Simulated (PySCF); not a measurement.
# The bond of SiB+, level by level, part 1 of 2

One job finds the state of SiB+, follows it along the bond with each method and fits the curves.

The runs use PySCF 2.14.0; Si STO-3G, B STO-3G, no relativity.

## Step 1: Input

Settings of the job:

```json
{"atoms": "Si, B", "charge": "1", "basis": "Si STO-3G, B STO-3G", "Hamiltonian": "no relativity", "basis functions": "14", "electrons treated": "18", "masses in u": "27.9769, 11.0093", "levels": "PBE0, PBE, r²SCAN, LDA, TPSSh, BHandHLYP, LC-ωPBE, HF, MP2, SCS-MP2, CCSD, CCSD(T)", "grid": "80 radial by 434 angular points", "occupations": "held fixed by the projection of orbital angular momentum", "dissociation limit": "Si+ + B, each in its ground configuration", "starting distance in angstrom": "2.030", "values of 2S to try": "0, 2"}
```

The run is started by

```
$ OMP_NUM_THREADS=1 python dia.py task.json out
```

The job searches for the state first and then visits each distance with every level. Its results follow level by level.

## Step 2: Search for the lowest state

Unrestricted PBE0 solutions at 2.030 Å, counted from the lowest. The search isn't exhaustive.

```
2Ms+1    unpaired          term  E (eV)  ⟨S²⟩  ⟨Lz²⟩  μ (D)
    3    σ ↑, π ↑            ³Π    0.00  2.00   1.00   0.86
    1    σ ↓, π ↑  not assigned    0.34  1.01   1.00   0.92
    3        π ↑↑           ³Σ⁻    0.59  2.16   0.00   1.01
    1        π ↑↓  not assigned    0.95  1.01   2.00   1.07
    1        none  not assigned    1.61  0.61   2.00   0.95
    1        none           ¹Σ⁺    1.88  0.00   0.00  -1.49
    3  σ ↑↑, π ↑↓  not assigned    3.02  3.00   2.00  -0.15
    3        π ↑↑  not assigned    3.23  2.16   2.00   1.31
```

8 of 11 solutions are listed, lowest first.

A term symbol stands only where ⟨S²⟩ and ⟨Lz²⟩ are near those of a pure state. A positive dipole points from Si to B; in an ion it is taken about the centre of mass and does not tell which atom is negative.

The most promising solutions are followed along the bond (rough minima from three points):

```
2Ms+1  unpaired  R at minimum (Å)  energy at minimum (eV)
    3  σ ↑, π ↑              2.03                    0.00
    3      π ↑↑              1.85                    0.29
    1  σ ↓, π ↑              2.05                    0.34
    1      π ↑↓              1.87                    0.71
    1      none              1.90                    1.49
```

The search made 11 SCF attempts at the starting distance; with the short scans it took 4.9 s of wall time (1 thread of Arm Neoverse N1, shared host).

## Step 3: First curve: PBE0

State followed: ³Π (triplet), unpaired electrons σ ↑, π ↑. The scan is laid around 2.032 Å.

The SCF at the reference distance, 2.032 Å, printed:

```text
******** <class 'pyscf.dft.uks_symm.SymAdaptedUKS'> ********
method = SymAdaptedUKS
initial guess = minao
damping factor = 0
level_shift factor = 0
DIIS = <class 'pyscf.scf.diis.CDIIS'>
diis_start_cycle = 1
diis_space = 10
diis_damp = 0
SCF conv_tol = 1e-09
SCF conv_tol_grad = None
SCF max_cycles = 60
direct_scf = False
max_memory 909 MB (current use 224 MB)
number electrons alpha = 10  beta = 8
XC library pyscf.dft.libxc version 7.0.0
    S. Lehtola, C. Steigemann, M. J.T. Oliveira, and M. A.L. Marques.,  SoftwareX 7, 1–5 (2018)
XC functionals = PBE0
    C. Adamo and V. Barone.,  J. Chem. Phys. 110, 6158 (1999)
    M. Ernzerhof and G. E. Scuseria.,  J. Chem. Phys. 110, 5029 (1999)
small_rho_cutoff = 0
Overwritten attributes  get_k get_jk get_j get_occ get_hcore  of <class 'pyscf.dft.uks_symm.SymAdaptedUKS'>
<class 'pyscf.dft.uks_symm.SymAdaptedUKS'> does not have attributes  refdm
Set gradient conv threshold to 3.16228e-05
init E= -310.038592434906
cycle= 1 E= -310.039010744242  delta_E= -0.000418  |g|= 0.000217  |ddm|= 0.00175
cycle= 2 E= -310.039010788393  delta_E= -4.42e-08  |g|= 0.000222  |ddm|= 0.00114
cycle= 3 E= -310.039010845693  delta_E= -5.73e-08  |g|= 6.37e-05  |ddm|= 0.000668
cycle= 4 E= -310.039010857839  delta_E= -1.21e-08  |g|= 2.7e-05  |ddm|= 0.000308
cycle= 5 E= -310.039010862324  delta_E= -4.49e-09  |g|= 6.2e-06  |ddm|= 0.000327
cycle= 6 E= -310.039010862402  delta_E= -7.75e-11  |g|= 4.32e-07  |ddm|= 3.57e-05
Extra cycle  E= -310.039010862403  delta_E= -7.96e-13  |g|= 1.92e-07  |ddm|= 2.17e-06
converged SCF energy = -310.039010862403  <S^2> = 2.0023146  2S+1 = 3.0015427
```

The curve and what changes along it:

```
 R (Å)  E (eV)  μ (D)  Mulliken charge of Si (e)  Mayer bond order  ⟨S²⟩  HOMO (eV)  LUMO (eV)
1.7475  0.8921   0.96                       0.80              1.49  2.00     -11.95     -10.01
1.8288  0.3955   0.93                       0.79              1.48  2.00     -11.84      -9.56
1.9101  0.1204   0.89                       0.77              1.47  2.00     -11.65      -9.14
1.9710  0.0242   0.87                       0.76              1.45  2.00     -11.34      -8.86
2.0320  0.0000   0.86                       0.76              1.43  2.00     -11.04      -8.60
2.0930  0.0310   0.85                       0.75              1.40  2.00     -10.78      -8.36
2.1742  0.1339   0.86                       0.73              1.35  2.01     -10.45      -8.07
2.2758  0.3244   0.90                       0.71              1.25  2.01     -10.10      -7.74
2.3978  0.5956   1.01                       0.69              1.12  2.01      -9.74      -7.39
2.5603  0.9700   1.22                       0.65              0.94  2.01      -9.37      -6.99
```

Constants from the curve: Re = 2.026 Å, ωe = 724 cm⁻¹, ωexe = 5.75 cm⁻¹, αe = 0.00462 cm⁻¹, Be = 0.5201 cm⁻¹, De = 3.97 eV, μ = 0.86 D.

Orbitals nearest the gap at 2.032 Å:

```
spin  orbital  ε (eV)  filled                         made of
   α        σ  -20.81     yes             Si s 57 %, B s 30 %
   β        σ  -19.55     yes    Si s 58 %, B s 26 %, B p 9 %
   α        σ  -15.26     yes   B s 55 %, Si s 33 %, Si p 9 %
   β        σ  -13.23     yes  B s 40 %, Si s 38 %, Si p 21 %
   α        σ  -11.55     yes             B p 51 %, Si p 36 %
   α        π  -11.04     yes             Si p 53 %, B p 47 %
   α        π   -8.60      no             Si p 58 %, B p 42 %
   β        π   -7.92      no             Si p 67 %, B p 33 %
   β        π   -7.16      no             Si p 68 %, B p 32 %
   α        π   -5.95      no             B p 53 %, Si p 47 %
```

Polarisability there: 33.9 bohr³ along the bond, 16.8 across it. Without diffuse functions these come out too small, above all across the bond.

## Step 4: Fields at the reference distance

The fields below are evaluated on a grid from the run's orbitals.

Frontier orbitals at PBE0 (alpha spin), with the share of their density that lies nearest to each atom:

```
orbital  energy (eV)            lies on
 HOMO-1       -11.55  B2 56 %; Si1 44 %
   HOMO       -11.04  Si1 53 %; B2 47 %
   LUMO        -8.60  Si1 58 %; B2 42 %
```

ELF in a plane through or near 2 of the atoms.

Ten even steps from '0' (0.00) to '9' (0.99):
```
0000000000000000000000000000
0000000000000000000000000000
0000000110000000000000000000
0000024433100000000111000000
0000256654210000001222100000
0002688876422111123466530000
0035899976334444335688862000
0168999831014777525899985200
0279999514622889312599997400
0289999457961899395299997500
0289999457961899395299997500
0279999514622889312599997400
0168999831014777525899985200
0035899976434444335688862000
0002688876422111123466530000
0000256654210000001222100000
0000024433100000000111000000
0000000110000000000000000000
0000000000000000000000000000
0000000000000000000000000000
```
The map spans 7.2 Å across and 5.2 Å up, centred on the molecule. Atoms in the plane (x, y in Å): Si1 (-1.0, 0.0), B2 (1.0, 0.0).

On the surface of density 0.002 e/bohr³ the electrostatic potential runs, from the 1st to the 99th percentile, from 5.18 V near B2 to 8.93 V near Si1.

The spin density lies nearest to B2 62 %; Si1 38 %.

## Step 5: Excited determinants

State 2: ³Σ⁻ (triplet), unpaired electrons π ↑↑, an excited solution.

Output of the SCF at 2.032 Å:

```text
******** <class 'pyscf.dft.uks_symm.SymAdaptedUKS'> ********
method = SymAdaptedUKS
initial guess = minao
damping factor = 0
level_shift factor = 0
DIIS = <class 'pyscf.scf.diis.CDIIS'>
diis_start_cycle = 1
diis_space = 10
diis_damp = 0
SCF conv_tol = 1e-09
SCF conv_tol_grad = None
SCF max_cycles = 60
direct_scf = False
max_memory 909 MB (current use 240 MB)
number electrons alpha = 10  beta = 8
XC library pyscf.dft.libxc version 7.0.0
    S. Lehtola, C. Steigemann, M. J.T. Oliveira, and M. A.L. Marques.,  SoftwareX 7, 1–5 (2018)
XC functionals = PBE0
    C. Adamo and V. Barone.,  J. Chem. Phys. 110, 6158 (1999)
    M. Ernzerhof and G. E. Scuseria.,  J. Chem. Phys. 110, 5029 (1999)
small_rho_cutoff = 0
Set gradient conv threshold to 3.16228e-05
init E= -310.016568330483
cycle= 1 E= -310.01717404873  delta_E= -0.000606  |g|= 0.000221  |ddm|= 0.0017
cycle= 2 E= -310.01717397927  delta_E= 6.95e-08  |g|= 0.000393  |ddm|= 0.00122
cycle= 3 E= -310.017174121209  delta_E= -1.42e-07  |g|= 0.000125  |ddm|= 0.000951
cycle= 4 E= -310.017174141655  delta_E= -2.04e-08  |g|= 3.27e-05  |ddm|= 0.000323
cycle= 5 E= -310.017174144976  delta_E= -3.32e-09  |g|= 9.29e-06  |ddm|= 0.000208
cycle= 6 E= -310.017174145742  delta_E= -7.67e-10  |g|= 4.56e-06  |ddm|= 0.000108
Extra cycle  E= -310.017174145866  delta_E= -1.24e-10  |g|= 4.9e-06  |ddm|= 3.1e-05
converged SCF energy = -310.017174145866  <S^2> = 2.1567278  2S+1 = 3.1027264
```

Re = 1.849 Å, ωe = 908 cm⁻¹, ωexe = 5.22 cm⁻¹, αe = 0.00451 cm⁻¹, Be = 0.6239 cm⁻¹, μ = 0.94 D. Its minimum lies 0.29 eV above that of the lowest state.

State 3: Ms = 0 determinant of mixed spin (⟨S²⟩ = 1.01), unpaired electrons σ ↓, π ↑, an excited solution.

Log of the SCF at 2.032 Å:

```text
******** <class 'pyscf.dft.uks_symm.SymAdaptedUKS'> ********
method = SymAdaptedUKS
initial guess = minao
damping factor = 0
level_shift factor = 0
DIIS = <class 'pyscf.scf.diis.CDIIS'>
diis_start_cycle = 1
diis_space = 10
diis_damp = 0
SCF conv_tol = 1e-09
SCF conv_tol_grad = None
SCF max_cycles = 60
direct_scf = False
max_memory 909 MB (current use 251 MB)
number electrons alpha = 9  beta = 9
XC library pyscf.dft.libxc version 7.0.0
    S. Lehtola, C. Steigemann, M. J.T. Oliveira, and M. A.L. Marques.,  SoftwareX 7, 1–5 (2018)
XC functionals = PBE0
    C. Adamo and V. Barone.,  J. Chem. Phys. 110, 6158 (1999)
    M. Ernzerhof and G. E. Scuseria.,  J. Chem. Phys. 110, 5029 (1999)
small_rho_cutoff = 0
Set gradient conv threshold to 3.16228e-05
init E= -310.026089300753
cycle= 1 E= -310.026483824651  delta_E= -0.000395  |g|= 0.000181  |ddm|= 0.00186
cycle= 2 E= -310.026483880416  delta_E= -5.58e-08  |g|= 0.000112  |ddm|= 0.000821
cycle= 3 E= -310.026483892722  delta_E= -1.23e-08  |g|= 6.39e-05  |ddm|= 0.000442
cycle= 4 E= -310.026483899483  delta_E= -6.76e-09  |g|= 1.53e-05  |ddm|= 0.000211
cycle= 5 E= -310.026483900335  delta_E= -8.52e-10  |g|= 3.09e-06  |ddm|= 0.000119
Extra cycle  E= -310.026483900337  delta_E= -1.82e-12  |g|= 3.1e-06  |ddm|= 1.48e-05
converged SCF energy = -310.026483900337  <S^2> = 1.0082071  2S+1 = 2.2433966
```

Re = 2.048 Å, ωe = 688 cm⁻¹; the determinant mixes terms (⟨S²⟩ = 1.01, ⟨Lz²⟩ = 1.00), so these belong to no real state. Its minimum lies 0.34 eV above that of the lowest state.

State 4: Ms = 0 determinant of mixed spin (⟨S²⟩ = 1.07), unpaired electrons π ↑↓, an excited solution.

Log of the SCF at 2.032 Å:

```text
******** <class 'pyscf.dft.uks_symm.SymAdaptedUKS'> ********
method = SymAdaptedUKS
initial guess = minao
damping factor = 0
level_shift factor = 0
DIIS = <class 'pyscf.scf.diis.CDIIS'>
diis_start_cycle = 1
diis_space = 10
diis_damp = 0
SCF conv_tol = 1e-09
SCF conv_tol_grad = None
SCF max_cycles = 60
direct_scf = False
max_memory 909 MB (current use 251 MB)
number electrons alpha = 9  beta = 9
XC library pyscf.dft.libxc version 7.0.0
    S. Lehtola, C. Steigemann, M. J.T. Oliveira, and M. A.L. Marques.,  SoftwareX 7, 1–5 (2018)
XC functionals = PBE0
    C. Adamo and V. Barone.,  J. Chem. Phys. 110, 6158 (1999)
    M. Ernzerhof and G. E. Scuseria.,  J. Chem. Phys. 110, 5029 (1999)
small_rho_cutoff = 0
Set gradient conv threshold to 3.16228e-05
init E= -310.003406671916
cycle= 1 E= -310.00398931664  delta_E= -0.000583  |g|= 0.000187  |ddm|= 0.00184
cycle= 2 E= -310.00398936571  delta_E= -4.91e-08  |g|= 0.000149  |ddm|= 0.000808
cycle= 3 E= -310.003989349197  delta_E= 1.65e-08  |g|= 0.000191  |ddm|= 0.000611
cycle= 4 E= -310.003989389065  delta_E= -3.99e-08  |g|= 2.7e-05  |ddm|= 0.000395
cycle= 5 E= -310.003989390482  delta_E= -1.42e-09  |g|= 4.62e-06  |ddm|= 0.000119
cycle= 6 E= -310.003989390712  delta_E= -2.3e-10  |g|= 3.23e-06  |ddm|= 5.25e-05
Extra cycle  E= -310.003989390801  delta_E= -8.95e-11  |g|= 3.77e-06  |ddm|= 2.65e-05
converged SCF energy = -310.003989390801  <S^2> = 1.0084858  2S+1 = 2.2436451
```

Re = 1.863 Å, ωe = 874 cm⁻¹; the determinant mixes terms (⟨S²⟩ = 1.07, ⟨Lz²⟩ = 2.00), so these belong to no real state. Its minimum lies 0.71 eV above that of the lowest state.

Energy (eV) from the lowest point of the lowest state:

```
R (Å)  lowest  state 2  state 3  state 4
1.748   0.892    0.435    1.312    0.882
1.829   0.395    0.295    0.796    0.720
1.910   0.120    0.331    0.499    0.730
1.971   0.024    0.438    0.385    0.817
2.032   0.000    0.594    0.341    0.953
2.093   0.031    0.783    0.352    1.122
2.174   0.134    1.063    0.430    1.378
2.276   0.324    1.423    0.595    1.718
2.398   0.596    1.829    0.844    2.116
2.560   0.970    2.293    1.198    2.582
```

## Step 6: PBE (GGA)

Output of the SCF at 2.032 Å:

```text
******** <class 'pyscf.dft.uks_symm.SymAdaptedUKS'> ********
method = SymAdaptedUKS
initial guess = minao
damping factor = 0
level_shift factor = 0
DIIS = <class 'pyscf.scf.diis.CDIIS'>
diis_start_cycle = 1
diis_space = 10
diis_damp = 0
SCF conv_tol = 1e-09
SCF conv_tol_grad = None
SCF max_cycles = 60
direct_scf = False
max_memory 909 MB (current use 251 MB)
number electrons alpha = 10  beta = 8
XC library pyscf.dft.libxc version 7.0.0
    S. Lehtola, C. Steigemann, M. J.T. Oliveira, and M. A.L. Marques.,  SoftwareX 7, 1–5 (2018)
XC functionals = PBE
    J. P. Perdew, K. Burke, and M. Ernzerhof.,  Phys. Rev. Lett. 77, 3865 (1996)
    J. P. Perdew, K. Burke, and M. Ernzerhof.,  Phys. Rev. Lett. 78, 1396 (1997)
    J. P. Perdew, K. Burke, and M. Ernzerhof.,  Phys. Rev. Lett. 77, 3865 (1996)
    J. P. Perdew, K. Burke, and M. Ernzerhof.,  Phys. Rev. Lett. 78, 1396 (1997)
small_rho_cutoff = 0
Set gradient conv threshold to 3.16228e-05
init E= -309.990018092008
cycle= 1 E= -309.990379138004  delta_E= -0.000361  |g|= 0.0118  |ddm|= 0.0661
cycle= 2 E= -309.989358514514  delta_E= 0.00102  |g|= 0.0307  |ddm|= 0.101
cycle= 3 E= -309.990522214032  delta_E= -0.00116  |g|= 0.00215  |ddm|= 0.0795
cycle= 4 E= -309.990528278539  delta_E= -6.06e-06  |g|= 7.22e-05  |ddm|= 0.00544
cycle= 5 E= -309.990528288216  delta_E= -9.68e-09  |g|= 1.48e-05  |ddm|= 0.000295
cycle= 6 E= -309.990528288717  delta_E= -5.01e-10  |g|= 3.13e-06  |ddm|= 8.31e-05
Extra cycle  E= -309.990528288655  delta_E= 6.25e-11  |g|= 7.88e-06  |ddm|= 2.68e-05
converged SCF energy = -309.990528288655  <S^2> = 2.0007961  2S+1 = 3.0005307
```

Re = 2.057 Å, ωe = 688 cm⁻¹, ωexe = 4.62 cm⁻¹, αe = 0.00425 cm⁻¹, Be = 0.5045 cm⁻¹, De = 4.34 eV, μ = 0.73 D.

## Step 7: r²SCAN (meta-GGA)

Log of the SCF at 2.032 Å:

```text
******** <class 'pyscf.dft.uks_symm.SymAdaptedUKS'> ********
method = SymAdaptedUKS
initial guess = minao
damping factor = 0
level_shift factor = 0
DIIS = <class 'pyscf.scf.diis.CDIIS'>
diis_start_cycle = 1
diis_space = 10
diis_damp = 0
SCF conv_tol = 1e-09
SCF conv_tol_grad = None
SCF max_cycles = 60
direct_scf = False
max_memory 909 MB (current use 251 MB)
number electrons alpha = 10  beta = 8
XC library pyscf.dft.libxc version 7.0.0
    S. Lehtola, C. Steigemann, M. J.T. Oliveira, and M. A.L. Marques.,  SoftwareX 7, 1–5 (2018)
XC functionals = R2SCAN
    J. W. Furness, A. D. Kaplan, J. Ning, J. P. Perdew, and J. Sun.,  J. Phys. Chem. Lett. 11, 8208-8215 (2020)
    J. W. Furness, A. D. Kaplan, J. Ning, J. P. Perdew, and J. Sun.,  J. Phys. Chem. Lett. 11, 9248-9248 (2020)
    J. W. Furness, A. D. Kaplan, J. Ning, J. P. Perdew, and J. Sun.,  J. Phys. Chem. Lett. 11, 8208-8215 (2020)
    J. W. Furness, A. D. Kaplan, J. Ning, J. P. Perdew, and J. Sun.,  J. Phys. Chem. Lett. 11, 9248-9248 (2020)
small_rho_cutoff = 0
Set gradient conv threshold to 3.16228e-05
init E= -310.151509985339
cycle= 1 E= -310.151609361866  delta_E= -9.94e-05  |g|= 0.00541  |ddm|= 0.0394
cycle= 2 E= -310.151481626685  delta_E= 0.000128  |g|= 0.0115  |ddm|= 0.0411
cycle= 3 E= -310.151649520426  delta_E= -0.000168  |g|= 0.00129  |ddm|= 0.0316
cycle= 4 E= -310.151652538762  delta_E= -3.02e-06  |g|= 8.05e-05  |ddm|= 0.00601
cycle= 5 E= -310.151652566386  delta_E= -2.76e-08  |g|= 1.14e-05  |ddm|= 0.000783
cycle= 6 E= -310.151652566534  delta_E= -1.48e-10  |g|= 2.23e-06  |ddm|= 2.48e-05
Extra cycle  E= -310.15165256651  delta_E= 2.39e-11  |g|= 4.88e-06  |ddm|= 1.66e-05
converged SCF energy = -310.15165256651  <S^2> = 2.0014721  2S+1 = 3.0009813
```

Re = 2.038 Å, ωe = 718 cm⁻¹, ωexe = 4.78 cm⁻¹, αe = 0.00418 cm⁻¹, Be = 0.5137 cm⁻¹, De = 4.25 eV, μ = 0.84 D. 3.6 s of CPU time for 12 points, integrals apart.

## Step 8: LDA (local density)

The SCF at the reference distance, 2.032 Å, printed:

```text
******** <class 'pyscf.dft.uks_symm.SymAdaptedUKS'> ********
method = SymAdaptedUKS
initial guess = minao
damping factor = 0
level_shift factor = 0
DIIS = <class 'pyscf.scf.diis.CDIIS'>
diis_start_cycle = 1
diis_space = 10
diis_damp = 0
SCF conv_tol = 1e-09
SCF conv_tol_grad = None
SCF max_cycles = 60
direct_scf = False
max_memory 909 MB (current use 252 MB)
number electrons alpha = 10  beta = 8
XC library pyscf.dft.libxc version 7.0.0
    S. Lehtola, C. Steigemann, M. J.T. Oliveira, and M. A.L. Marques.,  SoftwareX 7, 1–5 (2018)
XC functionals = LDA,VWN
    P. A. M. Dirac.,  Math. Proc. Cambridge Philos. Soc. 26, 376 (1930)
    F. Bloch.,  Z. Phys. 57, 545 (1929)
    S. H. Vosko, L. Wilk, and M. Nusair.,  Can. J. Phys. 58, 1200 (1980)
small_rho_cutoff = 0
Set gradient conv threshold to 3.16228e-05
init E= -308.714302736512
cycle= 1 E= -308.715539810203  delta_E= -0.00124  |g|= 0.015  |ddm|= 0.0976
cycle= 2 E= -308.713905591398  delta_E= 0.00163  |g|= 0.0388  |ddm|= 0.125
cycle= 3 E= -308.715747069569  delta_E= -0.00184  |g|= 0.00362  |ddm|= 0.101
cycle= 4 E= -308.715763678258  delta_E= -1.66e-05  |g|= 9.67e-05  |ddm|= 0.00866
cycle= 5 E= -308.715763691661  delta_E= -1.34e-08  |g|= 1.62e-05  |ddm|= 0.000367
cycle= 6 E= -308.715763692021  delta_E= -3.6e-10  |g|= 1.11e-06  |ddm|= 5.69e-05
Extra cycle  E= -308.715763692009  delta_E= 1.18e-11  |g|= 3.32e-06  |ddm|= 1.08e-05
converged SCF energy = -308.715763692009  <S^2> = 2.0001775  2S+1 = 3.0001183
```

Re = 2.043 Å, ωe = 707 cm⁻¹, ωexe = 4.23 cm⁻¹, αe = 0.00401 cm⁻¹, Be = 0.5113 cm⁻¹, De = 4.80 eV, μ = 0.68 D. 1.6 s of CPU time for 12 points, integrals apart.

## Step 9: TPSSh

The SCF at the reference distance, 2.032 Å, printed:

```text
******** <class 'pyscf.dft.uks_symm.SymAdaptedUKS'> ********
method = SymAdaptedUKS
initial guess = minao
damping factor = 0
level_shift factor = 0
DIIS = <class 'pyscf.scf.diis.CDIIS'>
diis_start_cycle = 1
diis_space = 10
diis_damp = 0
SCF conv_tol = 1e-09
SCF conv_tol_grad = None
SCF max_cycles = 60
direct_scf = False
max_memory 909 MB (current use 252 MB)
number electrons alpha = 10  beta = 8
XC library pyscf.dft.libxc version 7.0.0
    S. Lehtola, C. Steigemann, M. J.T. Oliveira, and M. A.L. Marques.,  SoftwareX 7, 1–5 (2018)
XC functionals = TPSSH
    V. N. Staroverov, G. E. Scuseria, J. Tao, and J. P. Perdew.,  J. Chem. Phys. 119, 12129 (2003)
small_rho_cutoff = 0
Set gradient conv threshold to 3.16228e-05
init E= -310.215199344405
cycle= 1 E= -310.215309512215  delta_E= -0.00011  |g|= 0.00165  |ddm|= 0.0302
cycle= 2 E= -310.215305830621  delta_E= 3.68e-06  |g|= 0.00252  |ddm|= 0.0102
cycle= 3 E= -310.215313126831  delta_E= -7.3e-06  |g|= 0.000434  |ddm|= 0.00701
cycle= 4 E= -310.215313429439  delta_E= -3.03e-07  |g|= 0.000117  |ddm|= 0.00163
cycle= 5 E= -310.215313448979  delta_E= -1.95e-08  |g|= 2.28e-05  |ddm|= 0.000361
cycle= 6 E= -310.215313449898  delta_E= -9.18e-10  |g|= 2.57e-06  |ddm|= 9.95e-05
Extra cycle  E= -310.215313449909  delta_E= -1.12e-11  |g|= 2.67e-06  |ddm|= 1.72e-05
converged SCF energy = -310.215313449909  <S^2> = 2.0013369  2S+1 = 3.0008911
```

Re = 2.041 Å, ωe = 702 cm⁻¹, ωexe = 5.42 cm⁻¹, αe = 0.00458 cm⁻¹, Be = 0.5120 cm⁻¹, De = 3.95 eV, μ = 0.85 D. 4.5 s of CPU time for 12 points, integrals apart.

## Step 10: BHandHLYP

The SCF at the reference distance, 2.032 Å, printed:

```text
******** <class 'pyscf.dft.uks_symm.SymAdaptedUKS'> ********
method = SymAdaptedUKS
initial guess = minao
damping factor = 0
level_shift factor = 0
DIIS = <class 'pyscf.scf.diis.CDIIS'>
diis_start_cycle = 1
diis_space = 10
diis_damp = 0
SCF conv_tol = 1e-09
SCF conv_tol_grad = None
SCF max_cycles = 60
direct_scf = False
max_memory 909 MB (current use 252 MB)
number electrons alpha = 10  beta = 8
XC library pyscf.dft.libxc version 7.0.0
    S. Lehtola, C. Steigemann, M. J.T. Oliveira, and M. A.L. Marques.,  SoftwareX 7, 1–5 (2018)
XC functionals = BHANDHLYP
    A. D. Becke.,  J. Chem. Phys. 98, 1372 (1993)
    Defined through Gaussian implementation.
small_rho_cutoff = 0
Set gradient conv threshold to 3.16228e-05
init E= -310.193380942539
cycle= 1 E= -310.193778275471  delta_E= -0.000397  |g|= 0.003  |ddm|= 0.0388
cycle= 2 E= -310.193810663335  delta_E= -3.24e-05  |g|= 0.00215  |ddm|= 0.0144
cycle= 3 E= -310.193825182012  delta_E= -1.45e-05  |g|= 0.00125  |ddm|= 0.00996
cycle= 4 E= -310.193837385038  delta_E= -1.22e-05  |g|= 0.000778  |ddm|= 0.0114
cycle= 5 E= -310.193843060197  delta_E= -5.68e-06  |g|= 0.000188  |ddm|= 0.0117
cycle= 6 E= -310.193843410403  delta_E= -3.5e-07  |g|= 3.09e-05  |ddm|= 0.00346
cycle= 7 E= -310.193843412328  delta_E= -1.92e-09  |g|= 5.53e-06  |ddm|= 0.00015
cycle= 8 E= -310.193843412425  delta_E= -9.66e-11  |g|= 1.6e-06  |ddm|= 3.36e-05
Extra cycle  E= -310.19384341243  delta_E= -5.68e-12  |g|= 7.91e-07  |ddm|= 6.26e-06
converged SCF energy = -310.19384341243  <S^2> = 2.004485  2S+1 = 3.0029885
```

Re = 2.011 Å, ωe = 712 cm⁻¹, ωexe = 9.34 cm⁻¹, αe = 0.00634 cm⁻¹, Be = 0.5276 cm⁻¹, De = 3.33 eV, μ = 0.88 D. 2.4 s of CPU time for 12 points, integrals apart.

(Continued in part 2 of 2.)
